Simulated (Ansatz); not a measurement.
BCl3, singlet in 6-31G*: errors against RCCSDT(Q)

Geometry: MP2(full)/6-31G*, from the G2/97 set.

```xyz
4

B     0.0000    0.0000    0.0000
Cl    0.0000    1.7354    0.0000
Cl    1.5029   -0.8677    0.0000
Cl   -1.5029   -0.8677    0.0000
```

Basis 6-31G* (Cartesian d functions); Ansatz 0.2.0. Only valence electrons are correlated (noble-gas cores frozen), which leaves 24 electrons in 56 orbitals. Prefix R: restricted or restricted open-shell reference. Active spaces: valence = (18e, 13o, short of the full valence) chosen from the atoms' valence shells.

Full CI isn't at hand for all of this; RCCSDT(Q) serves as the reference, and is uncertain by about the last step of the cluster series.

The UHF ⟨S²⟩ is 0.000, the T1 diagnostic (RCCSD) is 0.0120 and the largest doubles amplitude (RCCSD) is 0.036.

```json
{"level": "RMP2", "E − E(RHF) (eV)": "-12.7871"}
{"level": "RCCSD", "E − E(RHF) (eV)": "-13.7646"}
{"level": "RCCSD(T)", "E − E(RHF) (eV)": "-14.1744"}
```

(1) Estimate how far RCCSDT(Q) in 6-31G* lies from RCCSD(T). The table doesn't fix it; the size of (T) and the diagnostics are the guide.

(1) RCCSDT(Q) in 6-31G* lies 46 meV below RCCSD(T), which is 11 % of the (T) step (-410 meV). The diagnostics are small and the rest is a small part of (T), but (T) is large here. The miss exceeds 1 kcal/mol.

The other levels:

```json
{"level": "CISD", "E − E(RCCSDT(Q)) (meV)": "2269", "share of correlation (%)": "84.04", "wall time": "13 s"}
{"level": "BCCD(T)", "E − E(RCCSDT(Q)) (meV)": "42", "share of correlation (%)": "99.71", "wall time": "2.1 s"}
{"level": "RCCSDT", "E − E(RCCSDT(Q)) (meV)": "21", "share of correlation (%)": "99.85", "wall time": "–"}
{"level": "CASSCF (valence space)", "E − E(RCCSDT(Q)) (meV)": "12290", "share of correlation (%)": "13.58", "wall time": "–"}
{"level": "NEVPT2 (valence space)", "E − E(RCCSDT(Q)) (meV)": "2021", "share of correlation (%)": "85.79", "wall time": "14 s (H100)"}
{"level": "MRCISD (valence space)", "E − E(RCCSDT(Q)) (meV)": "1649", "share of correlation (%)": "88.41", "wall time": "–"}
{"level": "MRCISD+Q (valence space)", "E − E(RCCSDT(Q)) (meV)": "242", "share of correlation (%)": "98.30", "wall time": "33 s (H100)"}
```

The correlation energy at RCCSDT(Q), counted from RHF, is -14.221 eV. That run took 6.5 s on 2 threads of AMD EPYC 7R13 with a shared H100 80 GB, shared host.

Times hold each run's SCF and search for its determinant on a shared host, so for small cases they say little of a method's own cost; rows without a card ran on 1 thread of AMD EPYC 7R13.

Natural occupations of CASSCF (valence space) about the gap: 1.993 1.987 1.980 1.978 1.978 0.028 0.027 0.022 0.022; effectively unpaired electrons, Σ n²(2−n)², 0.02.

Atomization energy (electronic, same basis, no zero-point term; atoms at the same level, unrestricted beside the R rows where the molecule is a closed shell, with restricted open-shell steps beyond CCSDT(Q)) at RCCSDT(Q): 1271.8 kJ/mol. Errors of other levels:

| level | error (kJ/mol) |
| --- | --- |
| RHF | -252.5 |
| RMP2 | 62.1 |
| CISD | -174.4 |
| RCCSD | -26.8 |
| RCCSD(T) | -1.2 |
| BCCD(T) | -0.6 |
| RCCSDT | -1.5 |

This basis is far from its limit, so the value isn't to be set against a measured one. Truncated CI isn't size-consistent, which counts against it in atomization.
